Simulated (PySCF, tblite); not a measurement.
A complex of ammonia and 3 × water

A gas-phase complex of ammonia and 3 × water; neutral, singlet. The structure comes from a short search (6 tight-binding starts) and was relaxed by PBE0-D3(BJ)/def2-SVPD; another way of binding may lie lower. No frequency run checks that it is a minimum.

```tsv
part	name	SMILES	atoms	charge	multiplicity
1	ammonia	N	1–4	0	1
2	water	O	5–7	0	1
3	water	O	8–10	0	1
4	water	O	11–13	0	1
```

```tsv
atom	part	x (Å)	y (Å)	z (Å)
N1	1	0.114	-0.526	0.261
H2	1	0.799	-1.193	-0.113
H3	1	-0.220	0.044	-0.510
H4	1	0.607	0.092	0.900
O5	2	-1.502	-2.280	1.578
H6	2	-1.004	-1.563	1.087
H7	2	-2.376	-2.328	1.186
O8	3	0.264	-4.275	1.293
H9	3	-0.460	-3.619	1.440
H10	3	0.586	-4.509	2.166
O11	4	1.842	-2.814	-0.365
H12	4	2.135	-3.340	-1.111
H13	4	1.343	-3.427	0.220
```

```csv
contact,kind (by geometry),distance (Å),angle (°)
H9···O5,hydrogen bond,1.702,169
H6···N1,hydrogen bond,1.733,169
H13···O8,hydrogen bond,1.741,170
H2···O11,hydrogen bond,1.944,161
```

Interaction energies are complex less parts, with the parts frozen as they stand in it; counterpoise-corrected, in kcal/mol (PySCF).

Q: Give the interaction energy at each level run.

A: 
```
                  level  interaction  superposition error removed
wB97M-D3(BJ)/def2-TZVPD       -27.42                        -0.53
 PBE0-D3(BJ)/def2-TZVPD       -30.20                        -0.48
      RI-MP2/def2-TZVPD       -25.29                        -2.68
```

Q: What holds them together? Decompose the wB97M-D3(BJ)/def2-TZVPD energy: frozen parts, their antisymmetrised product, then relaxation.

A: electrostatic -55.3, Pauli repulsion +62.6, orbital relaxation -31.7, dispersion correction -3.6 kcal/mol, which sum to the value before the counterpoise correction; the Pauli term holds the exchange-correlation of the frozen density too. Of the attraction, 61 % is electrostatic, 35 % is orbital relaxation, 4 % is dispersion correction.

Q: Are the pair energies additive?

A: The pairs sum to -20.13 kcal/mol (1–2 -6.1, 1–3 -1.8, 1–4 -1.9, 2–3 -4.1, 2–4 -1.7, 3–4 -4.4); the rest of -7.28 is a many-body strengthening.

The parts were also relaxed and run alone, at the levels used for the complex: shieldings by PBE0/pcSseg-2; core levels by delta-SCF with SCAN, pcX-2 on the ionised atom and pcseg-1 elsewhere, spin-free X2C.

Values alone: O8–H9 bond (Å): 0.961; shielding of H9 (ppm): 30.85; shielding of O5 (ppm): 328.9; shielding of H6 (ppm): 30.85; shielding of N1 (ppm): 262.5; N1 1s core level (eV): 405.54; O5 1s core level (eV): 539.76; O8 1s core level (eV): 539.76.

Q: How do these values change when the complex forms?

A: 
```tsv
property	alone	in the complex	change
O8–H9 bond (Å)	0.961	0.988	+0.028
shielding of H9 (ppm)	30.85	23.28	-7.57
shielding of O5 (ppm)	328.9	288.1	-40.8
shielding of H6 (ppm)	30.85	21.29	-9.56
shielding of N1 (ppm)	262.5	246.4	-16.1
N1 1s core level (eV)	405.54	405.43	-0.11
O5 1s core level (eV)	539.76	538.39	-1.37
O8 1s core level (eV)	539.76	538.58	-1.18
```
